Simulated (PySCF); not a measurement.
Species: benzonitrile radical anion, C7H5N (charge -1 and doublet state).
SMILES with atom numbers: `[N:1]#[C:2][c:3]1[cH:4][cH:5][cH:6][cH:7][cH:8]1` (hydrogens: H9 on C4; H10 on C5; H11 on C6; H12 on C7; H13 on C8)

As a line formula: benzonitrile radical anion (`N#Cc1ccccc1`) [SMILES of the parent framework; charge -1 and doublet state].

Theory: UKS B3LYP, IGLO-III on C N, pcH-1 on H, non-relativistic, mean-field spin-orbit, GIAO in PySCF. Geometry: PBE0-D3(BJ)/def2-SVP; no solvent, vibrations or thermal averaging. Whether the extra electron is bound in the gas phase wasn't checked; a finite basis holds it in any case. The geometry's basis has no diffuse functions, a weakness for an anion. Stability of the SCF solution: not tested. No frequencies were computed at this geometry's level, so the symmetric structure isn't shown to be a minimum.

Problem. Match the computed a_iso(13C) values +30.5, -21.3, -16.4, +12.7, +2.9 MHz (means over equivalent nuclei) with the sites C2; C3; C4/C8; C5/C7; C6.

Solution. 
```tsv
site	a_iso (MHz)	ρ(0) (bohr⁻³)	position	distance from C6 (Å)	spin population	largest |T| (MHz)
C2	-21.3	-0.0189	1 bond from C3	4.28	-0.03	7.6
C3	+12.7	+0.0113	a main spin site	2.88	+0.26	46.3
C4/C8	+2.9	+0.0026	1 bond from C3	2.44	+0.15	22.7
C5/C7	-16.4	-0.0146	1 bond from C6	1.42	-0.05	3.4
C6	+30.5	+0.0271	largest spin population	0.00	+0.42	58.9
```

Problem. Match the computed a_iso(1H) values -27.0, -10.6, +0.7 MHz (means over equivalent nuclei) with the sites H9/H13; H10/H12; H11.

Solution. 
```tsv
site	a_iso (MHz)	ρ(0) (bohr⁻³)	position	distance from C6 (Å)	bound to	spin population there	largest |T| (MHz)
H9/H13	-10.6	-0.0024	2 bonds from C3, on C4 of spin population +0.15	3.43	C4/C8	+0.15	6.6
H10/H12	+0.7	+0.0002	2 bonds from C6	2.18	C5/C7	-0.05	2.3
H11	-27.0	-0.0060	1 bond from C6	1.09	C6	+0.42	16.0
```

ρ(0) is the spin density at the nucleus and T the dipolar tensor; entries for several nuclei are means. The largest Mulliken spin populations are on C6 (+0.42), C3 (+0.26), N1 (+0.22) and C4 (+0.15). Main spin sites, with 60 % or more of the largest population: C3, C6; positions count bonds from the nearest.

Hardware: x86-64 server, one thread, shared host. Cost: 49 s wall.
